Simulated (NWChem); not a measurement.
System: nitrogen dioxide (NO₂, doublet); SMILES N([O])=O

```xyz
3

O     -1.0919     0.0000    -0.1384
N      0.0000     0.0000     0.3162
O      1.0919     0.0000    -0.1384
```
Atoms are numbered in this order, from 1.

All runs: NWChem. Pople sets run with spherical d functions. Spin-unrestricted. In the optimisation the excess spin sits in a1 (C2v, its own frame). All runs use the structure optimised with PBE0-D3(BJ)/def2-TZVP, spin-unrestricted. No stability test was run on the SCF state. B3LYP is NWChem's, with the RPA form of VWN correlation. Total energies compare along this basis series because the functional is fixed.

| level | basis functions | energy (Ha) | highest occupied level (eV) | lowest empty minus highest occupied level, either spin (eV) | dipole (D) |
|---|---|---|---|---|---|
| B3LYP/STO-3G | 15 | -202.2288 | ? | ? | ? |
| B3LYP/3-21G | 27 | -203.8939 | -7.08 | 3.95 | 0.21 |
| B3LYP/6-31G* | 42 | -205.0669 | -7.55 | 3.97 | 0.32 |
| B3LYP/6-31+G* | 54 | -205.0796 | -8.05 | 3.79 | 0.36 |
| B3LYP/6-311G** | 54 | -205.1323 | -7.75 | 3.95 | 0.31 |
| B3LYP/6-311++G** | 66 | -205.1403 | -8.09 | 3.79 | 0.35 |
| B3LYP/def2-TZVPD | 117 | -205.1684 | -8.02 | 3.83 | 0.35 |
| B3LYP/def2-QZVP | 171 | -205.1780 | -7.98 | 3.88 | 0.34 |

Problem. What belongs in the gaps?

Solution. 
- B3LYP/STO-3G, highest occupied level (eV): -4.01
- B3LYP/STO-3G, lowest empty minus highest occupied level, either spin (eV): 4.04
- B3LYP/STO-3G, dipole (D): 0.06
